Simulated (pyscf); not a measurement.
A first-order saddle from PySCF, ωB97X-D3(BJ)/def2-SVP:

```
F
H 1 1.1045
F 2 1.1045 1 130.03
```
Charge 0, spin multiplicity 2.

Surface: doublet, charge 0. Lowest wavenumbers (cm⁻¹): 1656i, 459, 1796.

Task: Which two sides does it connect, and which bonds change?

Result: hydrogen fluoride (HF) + F atom (F•) ⇌ F atom (F•) + hydrogen fluoride (HF), a hydrogen abstraction read from left to right: F–H broken and F–H formed. At CCSD(T)/def2-TZVPP + ΔMP2(QZVPP) it lies +18.1 kcal/mol from the left side and +18.1 kcal/mol from the right (each side as separated species at their lowest minima found). The angle at the transferred H is 130°. The CCSD(T) − MP2 part came from Ansatz, without density fitting, on the same reference. Left out: the spin-orbit lowering of F.
